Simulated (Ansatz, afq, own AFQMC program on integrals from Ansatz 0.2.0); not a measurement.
Al$_{2}$H$_{2}$, triplet in 6-31G, levels against full CI

```xyz
4

Al    0.0000    0.0000    1.1500
Al    0.0000    0.0000   -1.1500
H     0.0000    0.0000    2.7245
H     0.0000    0.0000   -2.7245
```

Connectivity, by distances: AlH–AlH.

Basis 6-31G. Only valence electrons are correlated. Ansatz 0.2.0 and our own AFQMC program on the same integrals; the CISD trial comes from CCSD amplitudes, and released means the phaseless constraint is let go. ± is one standard error of the sampling.

Determinant: UHF, the one that the program's search chose, which needn't be the lowest solution. The geometry is a PBE0/def2-TZVP stationary point of this or a neighbouring charge and spin state.

Full CI on the same integrals is exact in this basis and with this determinant's frozen core.

- T1 diagnostic: 0.0144
- weight of the determinant in the CISD state: 0.911
- ⟨S²⟩ of the determinant: 2.026
- size of the correlated space: 8 electrons in 20 orbitals

```json
{"level": "MP2", "correlation energy (eV)": "-1.5367"}
{"level": "CCSD", "correlation energy (eV)": "-2.1917"}
{"level": "CCSD(T)", "correlation energy (eV)": "-2.2409"}
```

**Question.** Estimate where phaseless AFQMC with the Hartree–Fock trial lies against CCSD(T) on the same integrals.

**Answer.** 6.6 ± 1.9 kJ/mol above CCSD(T).

Reference: full CI, correlation energy -2.270 eV. The released energy is read at 2.40 1/Eh (meV from the phaseless value at times in 1/Eh: -4 ± 4 at 0.24, 0.0 ± 1.4 at 0.51, -0.3 ± 1.1 at 0.99, -2.1 ± 1.0 at 1.62, -4.0 ± 0.9 at 2.40).

| level | E − E(reference) (kJ/mol) | share of correlation (%) |
| --- | --- | --- |
| CCSD(T) | 2.8 | 98.72 |
| CCSDT | 0.6 | 99.72 |
| CCSDT(Q) | 0.2 | 99.91 |
| CCSDTQ | 0.0 | 99.98 |
| ph-AFQMC/HF | 9.4 ± 1.9 | 95.71 |
| ph-AFQMC/CISD | 0.6 ± 0.3 | 99.72 |
| released AFQMC | 0.2 ± 0.09 | 99.90 |

CCSDT and higher add their correlation energy to the determinant of the CCSD(T) run, since their own runs factorise the integrals more tightly (a shift of under 2 meV). A walk keeps the symmetry of its determinant, which the program's search chose and which needn't be the lowest solution, so a lower state of the same spin and another symmetry isn't excluded. Released energies are given only where the last usable release times agree within the noise; a slower fall can still hide under it.
